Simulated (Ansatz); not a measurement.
The parent structure is Rh in the fcc (Cu type) structure (space group Fm-3m, No. 225; a = 3.830 Å).

All numbers come from PBE, PAW, 420 eV (Ansatz, a program for electronic structure; no spin-orbit coupling).

```tsv
level	lattice parameter a
PBE	3.830 Å
```

Measured: lattice parameter a 3.794 Å (static lattice; corrected from measurement; as listed in Daniel Mejia-Rodriguez, S. B. Trickey, Phys. Rev. B (2018)).

Computed minus measured — lattice parameter a: PBE +1.0 %.

No phonon test of stability was made. The final runs are not spin-polarised.
